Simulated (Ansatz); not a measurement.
Two shapes of singlet CH₃NO.

Shape 1:

```xyz
6

C     0.0000   -0.4117   -0.0523
O     0.0000   -0.3905    1.1538
N     0.0000    0.6799   -0.8543
H     0.0000   -1.3629   -0.6417
H     0.0000    0.5969   -1.8606
H     0.0000    1.6013   -0.4339
```

Shape 2:

```xyz
6

C     0.0000   -0.3788   -0.0481
O     0.0000   -0.3593    1.0615
N     0.0000    0.6255   -0.7860
H     0.0000   -1.2539   -0.5904
H     0.0000    0.5492   -1.7118
H     0.0000    1.4732   -0.3992
```

Basis set: cc-pVDZ (spherical functions). Left uncorrelated: 3 orbitals. Charge 0, multiplicity 1.

Computed with Ansatz (development build ahead of 0.2.0); each method stands on the lowest determinant of its kind that the runs found.

**Question.** Which shape is lower in energy, and by how much in each method?

**Answer.**

| method | E(2) − E(1) (eV) |
| --- | --- |
| RHF | 1.194 |
| RHF-MP2 | 1.732 |

Shape 1 is lower. Caution: no unrestricted run beside it, a lower state can exist.
